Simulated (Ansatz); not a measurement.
Compare A (`C=CC(C)=S`) with its isomer B (`CC(C)=C=S`).

Calculated with Ansatz (gas phase, PBE0-D4/def2-TZVP geometries, no zero-point term in ΔE). CCSD(T)/CBS adds triple-zeta CCSD(T) − MP2 to the extrapolated MP2 energy (def2 sets, frozen cores). DFT in def2-TZVPP. B3LYP here is the variant with VWN-RPA as its local correlation; programs differ in this. One conformer a species, not always the lowest.

A:

Z-matrix (Å, degrees):
```
C
C 1 1.495
H 1 1.096 2 109.7
H 1 1.096 2 109.8 3 -116.6
H 1 1.087 2 111.6 3 121.6
C 2 1.467 1 114.2 3 58.9
S 2 1.627 1 121.8 3 -121.0
C 6 1.331 2 124.9 1 -180.0
H 6 1.088 2 115.7 1 0.1
H 8 1.085 6 120.3 2 -0.0
H 8 1.083 6 121.2 2 -180.0
```

B:

```xyz
11

C    -0.7407    0.6466   -0.9584
C    -0.1352    0.0173    0.2629
C     1.1745   -0.7022    0.1169
C    -0.7325    0.0937    1.4220
S    -1.4453    0.1855    2.8039
H    -0.9200   -0.1123   -1.7272
H    -1.6865    1.1401   -0.7367
H    -0.0560    1.3886   -1.3821
H     1.0794   -1.5210   -0.6039
H     1.5197   -1.1170    1.0634
H     1.9425   -0.0192   -0.2606
```

Which is lower in electronic energy at CCSD(T)/CBS, and by how much? (Best estimate.)

The calculation gave: A, by 3.3 kcal/mol.

Give E(B) − E(A) in kcal/mol with HF/def2-TZVPP, PBE-D4, B3LYP-D4, B2PLYP, CCSD/def2-TZVPP, MP2/def2-TZVPP, B3LYP. (Estimate.)

The calculation gave: HF/def2-TZVPP 3.6, PBE-D4 0.2, B3LYP-D4 1.5, B2PLYP 1.1, CCSD/def2-TZVPP 2.6, MP2/def2-TZVPP 1.1, B3LYP 0.7. None reverses the order clearly.

Largest T1 diagnostic: 0.017.

From PBE to PBE0 (25 % exact exchange), in def2-TZVPP and without D4, E(B) − E(A) moves by +0.9 kcal/mol. In def2-TZVPP, CCSD(T) changes the Hartree–Fock value by −1.0 kcal/mol (the triples alone add +0.0 kcal/mol) and MP2 by −2.5 kcal/mol.
